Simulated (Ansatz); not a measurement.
Input for Ansatz (development build ahead of 0.2.0):

```yaml
crystal:
  periodic: [false, false, false]
  atoms:
    - { symbol: H, position_ang: [0.0, 0.0, -0.89444] }
    - { symbol: F, position_ang: [0.0, 0.0, 0.09938] }
basis:
  gaussian: { orbitals: cc-pVDZ }
hamiltonian:
  xc: hf
correlation:
  method: mp2
  frozen_orbitals: { F: 1, H: 0 }
```

The input is written out in the form of the current development build from the run's settings.

Results

```json
{
  "Converged": "yes",
  "Reference energy": "-100.01095 hartree",
  "Correlation energy": "-0.20491 hartree",
  "Total energy": "-100.21585 hartree",
  "Spin squared of the determinant": "0.000"
}
```
